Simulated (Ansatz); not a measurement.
**HBeP, singlet in 6-31G: errors against full CI**

Geometry: a point of a breathe scan, not a stationary point.

```yaml
atoms:
  - { symbol: P, position_ang: [0.0000, 0.0000, 1.6189] }
  - { symbol: Be, position_ang: [0.0000, 0.0000, -0.2101] }
  - { symbol: H, position_ang: [0.0000, 0.0000, -1.4087] }
```

Basis 6-31G; Ansatz 0.2.0. Correlated methods freeze the noble-gas cores, which leaves 8 electrons in 18 orbitals. Prefix R: restricted or restricted open-shell reference; prefix U: unrestricted. Active spaces: valence = (8e, 9o) chosen from the atoms' valence shells; pair = (2e, 2o) about the gap.

Full CI is exact within this basis and frozen core; it isn't the basis-set limit. The frozen core follows each run's orbitals, which can shift R against U totals by a few meV.

The determinant fills πx and πy unequally, so it is a mixture of Σ and Δ, which weighs on every level built on one determinant.

RHF is unstable: UHF (⟨S²⟩ = 1.00) lies 1.09 eV below the lowest RHF solution. Higher spins weren't run at this geometry and may lie near or lower.

- UHF ⟨S²⟩: 1.000
- T1 diagnostic (RCCSD): 0.0143
- largest doubles amplitude (RCCSD): 0.290

| level | E − E(full CI) (kcal/mol) | share of correlation (%) | wall time |
| --- | --- | --- | --- |
| RHF | 52.66 | 0.00 | – |
| UHF† | 27.59 | – | – |
| RMP2 | 17.78 | 66.25 | – |
| UMP2† | -2.26 | – | – |
| CISD | 6.88 | 86.93 | 0.36 s |
| RCCSD | 4.23 | 91.96 | – |
| UCCSD*† | -19.33 | – | – |
| RCCSD(T) | 2.60 | 95.07 | 0.36 s |
| UCCSD(T)*† | -23.12 | – | 0.96 s |
| BCCD(T) | 2.61 | 95.05 | 0.42 s |
| RCCSDT* | 0.37 | 99.30 | – |
| UCCSDT*† | -25.17 | – | – |
| CISDTQ | 0.51 | 99.03 | 1.5 s |
| RCCSDT(Q)* | -0.09 | 100.17 | 0.96 s |
| UCCSDT(Q)*† | -25.47 | – | 3.4 s |
| RCCSDTQ* | 0.01 | 99.99 | 7.5 s |
| UCCSDTQ*† | -25.42 | – | 28 s |
| CASSCF (pair space) | 40.27 | 23.54 | – |
| NEVPT2 (pair space) | 10.99 | 79.12 | 0.33 s |
| MRCISD (pair space) | 2.09 | 96.03 | – |
| MRCISD+Q (pair space) | 0.23 | 99.57 | 0.63 s |
| CASSCF (valence space) | 15.95 | 69.72 | – |
| NEVPT2 (valence space) | 4.93 | 90.65 | 5.5 s |
| MRCISD (valence space) | 0.31 | 99.41 | – |
| MRCISD+Q (valence space) | 0.02 | 99.96 | 7.5 s |

An asterisk marks runs whose energy the program itself flagged as in doubt. A dagger marks rows that describe another state than the reference (another or a broken symmetry, a higher spin or other natural occupations), so the difference holds a gap between states beside the method's error.

The correlation energy at full CI, counted from RHF, is -2.284 eV. That run took 16 s on 1 thread of Arm Neoverse V1, shared host over 2,341,648 determinants.

Times hold each run's SCF and search for its determinant on a shared host, so for small cases they say little of a method's own cost; they ran on 1 thread of Arm Neoverse V1.

Unrestricted levels hold only the spin's projection, and here they fall towards a lower state of higher spin.

The full-CI state has the irrep A1 of C2v, in the program's axes (one component, if the state is degenerate).

Natural occupations of full CI about the gap: 1.981 1.973 1.967 1.003 0.978 0.022 0.018 0.018 0.011 0.009; effectively unpaired electrons, Σ n²(2−n)², 2.01. No single determinant describes this state well, so single-reference rows can miss without a flag.
